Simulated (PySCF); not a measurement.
Bonds (- single, = double, # triple, : aromatic): C1#C2, C2-C3, C3-C4. C1 carries H5; C3 carries H6, H7; C4 carries H8, H9, H10.

GIAO shifts from PySCF on PBE0-D3(BJ)/def2-SVP geometries (one conformer, non-relativistic, equivalent nuclei averaged), against TMS at the same level and in the same medium; PCM means IEF-PCM chloroform.

Measured (solution, not stated per compound (mostly CDCl3 or CCl4); Pretsch, Buehlmann, Badertscher, Structure Determination of Organic Compounds, 4th ed. (2009)): C3 12.3, C4 13.8, C2 85.5, C1 67.1, H6/H7 2.16, H8/H9/H10 1.15 ppm.

Task: Which unscaled values do B97-2/pcSseg-2, gas; PBE0/pcSseg-1, PCM; WP04/pcSseg-1, PCM; wB97X-D/pcSseg-1, PCM give, and how close are they?

Result: 
```csv
atoms,measured,"B97-2/pcSseg-2, gas","PBE0/pcSseg-1, PCM","WP04/pcSseg-1, PCM","wB97X-D/pcSseg-1, PCM"
C3,12.3,16.2,14.7,17.5,14.0
C4,13.8,16.6,16.0,18.0,16.3
C2,85.5,88.7,91.4,83.0,91.5
C1,67.1,71.1,74.1,67.1,75.1
H6/H7,2.16,2.25,2.24,2.20,2.14
H8/H9/H10,1.15,1.13,1.14,1.15,1.15
```

Mean absolute error for $^{13}$C: B97-2/pcSseg-2, gas 3.5, PBE0/pcSseg-1, PCM 4.4, WP04/pcSseg-1, PCM 3.0, wB97X-D/pcSseg-1, PCM 4.5 ppm.

Mean absolute error for $^{1}$H: B97-2/pcSseg-2, gas 0.05, PBE0/pcSseg-1, PCM 0.05, WP04/pcSseg-1, PCM 0.02, wB97X-D/pcSseg-1, PCM 0.01 ppm.
